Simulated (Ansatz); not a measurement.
The input, for Ansatz 0.2.0:

```yaml
crystal:
  periodic: [false, false, false]
  atoms:
    - {symbol: B, position_ang: [0.000000, -1.356815, -0.905184]}
    - {symbol: Ge, position_ang: [0.000000, 0.055950, 0.757740]}
    - {symbol: P, position_ang: [0.000000, 0.342363, -1.461116]}
basis:
  gaussian: {orbitals: 6-31G, point_charges: [{charge: -1.00, position_ang: [3.943, 0.951, 0.680]}]}
total_charge: 1
magnetization: {spin_polarized: false, initial_magnetization: 1}
correlation: {active_space: {window: {electrons: 1, orbitals: 3}}}
```

```sh
$ ansatz run in.yaml --threads 1 --pin off --events-out ev --progress --plain --max-ram 2393MiB
```

The program prints:

```
516 factors; integrals over basis functions are off by at most 3.2e-4 eV
mean field evaluation 1: about -66396.4660 eV, gradient 2.0e1 eV
mean field evaluation 2: about -66396.5661 eV, gradient 2.0e1 eV
mean field evaluation 4: about -66398.7576 eV, gradient 3.2e0 eV
mean field evaluation 8: about -66398.9811 eV, gradient 1.1e0 eV
mean field evaluation 16: about -66399.0450 eV, gradient 6.2e-6 eV
mean field evaluation 32: about -66399.0441 eV, gradient 3.1e-1 eV
mean field evaluation 64: about -66397.1362 eV, gradient 1.4e0 eV
mean field -66399.04498116 eV, -2440.1198961686 hartree, gradient 2.4e-6 eV, S^2 0.750000; 6 other end points of the search recorded, 0 dependent functions left out
reference -66399.04498116 eV, -2440.1198961686 hartree; 26, 25 occupied and 25, 26 virtual orbitals, 516 factors
state -66399.04498116 eV, -2440.1198961686 hartree
Total energy: -66399.04498116 eV, -2440.1198961686 hartree
```

The active space holds one configuration alone, so it describes no static correlation.

Natural occupations: 1.0000 0.0000 0.0000.

Ran on 1 thread of Arm Neoverse V2, shared host: 2.3 s wall, 0.26 GiB peak host memory.
